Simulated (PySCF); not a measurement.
# A search over the determinants of Mg2

Unrestricted PBE0; PySCF, no relativity, basis sets Mg 6-311G(d,p). Outer shells of the fragments: Mg 3s2; Mg 3s2.

Followed along the bond (rough minima from three points):

```
2Ms+1  unpaired  ⟨S²⟩ at the start  R at minimum (Å)  Te (eV)
    1      none               0.00              3.61     0.00
    3  σ ↑, π ↑               2.03              2.77     1.43
    3      σ ↑↑               2.00              3.02     1.53
    1  σ ↑, π ↓               1.04              2.75     1.67
```

Solutions found at the starting distance of 2.710 Å, counted from the lowest of them; the search is not exhaustive and high or unbound solutions are not listed, so other states can lie among these:

| 2Ms+1 | unpaired | term | E (eV) | ⟨S²⟩ | ⟨Lz²⟩ |
| --- | --- | --- | --- | --- | --- |
| 1 | none | ¹Σ⁺ | 0.00 | 0.00 | 0.00 |
| 3 | σ ↑, π ↑ | ³Π | 1.03 | 2.03 | 1.00 |
| 1 | σ ↑, π ↓ | mixed | 1.26 | 1.04 | 1.01 |
| 3 | σ ↑↑ | ³Σ⁺ | 1.26 | 2.00 | 0.00 |
| 3 | π ↑↑ | ³Σ⁻ | 3.02 | 2.01 | 0.00 |
| 1 | π ↑↓ | mixed | 3.16 | 1.01 | 2.02 |
| 1 | none | mixed | 3.62 | 0.00 | 2.00 |
| 3 | π ↑↑ | mixed | 4.43 | 2.01 | 2.01 |

A term symbol is given only where ⟨S²⟩ and ⟨Lz²⟩ are close to those of a pure state; real π, δ and φ orbitals otherwise mix terms, and g/u labels are left off.

Problem. Compare the gap between the two lowest followed solutions at the starting distance with the gap between their minima.

Solution. At PBE0 the second solution (triplet, unpaired electrons σ ↑, π ↑) lies +1.03 eV from the first (singlet, closed shell) at 2.710 Å and +1.43 eV at the minima; the two curves relax by different amounts, since their minima lie near 2.77 and 3.61 Å.

Counting both spins, an empty level lies below a filled one in some of these solutions, because spin and occupation are held.
